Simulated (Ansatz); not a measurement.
Basis-set extrapolation for `F[SiH](F)F` (PBE0-D4/def2-TZVP geometry, frozen core, Ansatz). Multiplicity 1, RHF reference.

```
                      def2-TZVPP   def2-QZVPP
                 HF  -588.199992  -588.224758
    MP2 correlation    -0.863104    -0.946379
CCSD(T) correlation    -0.894124      not run
```

Energies in hartree. Use E(X) = E(∞) + A·exp(−7.88·√X) for Hartree–Fock and E(X) = E(∞) + B·X^(−2.97) for correlation, with X = 3 and 4, and add CCSD(T) minus MP2 of the smaller set to the MP2 limit.

**Question.** What is the CCSD(T) energy at the basis-set limit?

**Answer.** HF limit: -588.224758 + (-0.024766) × 0.13774 = -588.22817. MP2 limit: -0.946379 + (-0.083275) × 0.74074 = -1.00806. Higher-order term: -0.894124 − (-0.863104) = -0.03102. Total: -589.26725 hartree, 108.6 kcal/mol below CCSD(T)/def2-TZVPP.
